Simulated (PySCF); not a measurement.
Vertical excitation energies

CHCl₃.
Structure used (PBE0-D3(BJ)/def2-SVP), in Å, numbered top down from 1:
```
atom  x, y, z in Å
Cl1    0.362   -1.622   -0.509
C2     0.005   -0.003    0.102
Cl3    1.206    1.167   -0.449
Cl4   -1.629    0.501   -0.338
H5     0.057   -0.043    1.195
```

Level of theory: PySCF 2.14.0, density-fitted response routines, TDDFT wB97X-D/def2-SVPD, vertical, gas phase, core orbitals frozen in the response.

Question: List the vertical singlet excitations with oscillator strengths and describe the spectrum.

Answer: 

| state | E (eV) | ν̃ (cm⁻¹) | f | symmetry | main configurations (H = HOMO, L = LUMO) |
| --- | --- | --- | --- | --- | --- |
| S1 | 6.63 | 53450 | 0.0000 | – | H→L (93%) |
| S2 | 6.99 | 56360 | 0.0001 | – | H-1→L (89%) |
| S3 | 7.14 | 57630 | 0.013 | E | H-3/H-2→L (≥79%), H-1→L+1/L+2 (≥10%) |
| S4 | 7.15 | 57660 | 0.013 | E | H-3/H-2→L (≥79%), H-1→L+1/L+2 (≥10%) |
| S5 | 7.60 | 61340 | 0.010 | E | H→L+1/L+2 (≥42%), H-5→L (29%), H-4→L (8%) |
| S6 | 7.61 | 61370 | 0.010 | E | H→L+1/L+2 (≥42%), H-4→L (29%), H-5→L (8%) |
| S7 | 8.20 | 66130 | 0.0000 | – | H→L+1/L+2 (≥38%), H-1→L+1/L+2 (≥17%), H-5→L (17%) |
| S8 | 8.20 | 66150 | 0.0001 | – | H→L+1/L+2 (≥38%), H-1→L+1/L+2 (≥18%), H-4→L (16%) |
| S9 | 8.40 | 67740 | 0.0070 | A1 | H-3/H-2→L+1/L+2 (≥83%), H-1→L (8%) |

Triplets (Tamm–Dancoff): T1 6.05 eV, H→L (84%); T2 6.39 eV, H-1→L (78%); T3 6.41 eV, H-3/H-2→L (≥73%); T4 6.41 eV, H-3/H-2→L (≥72%).

The lowest singlet comes at 187 nm (639 kJ/mol) in the vacuum ultraviolet; it is dark (f under 0.0005); its leading configuration is HOMO→LUMO (93%). The most intense listed level is S3/S4 at 7.14 eV (174 nm, f = 0.026 summed), 0.52 eV above S1. S3/S4, S5/S6 and S7/S8 lie within about 0.01 eV of each other in each set; the point group C3v has degenerate representations, and within a degenerate level the listed configurations can mix freely. Löwdin shares by element: HOMO chlorine 100%; LUMO chlorine 76%, carbon 22%. The listed states span 1.77 eV, and the widest gap between neighbours is 0.59 eV (S6 to S7). Weighted by f, the mean energy of these states is 7.49 eV. Of the 9 states listed, 4 reach f = 0.01 and 4 stay under 0.0005. No computed singlet lies in the visible range (380 to 750 nm); the lowest, at 187 nm, stands 3.36 eV above its violet end (3.26 eV). The vertical ionisation energy (ΔSCF) is 11.47 eV, 3.07 eV above S9. Symmetry labels in C3v follow from the direction of the transition dipole and are given only for states with f of 0.002 or more. Orbitals of the list HOMO-3 to LUMO+2 that lie within 0.01 eV of each other are written together with a slash and their weights summed (≥ marks a lower bound); for degenerate orbitals outside that list single weights are arbitrary. Singlets were solved by full linear response, triplets in the Tamm–Dancoff approximation. The highest level found (8.49 eV, f 0.021 so far) is left out, since the window may have cut off a degenerate partner.
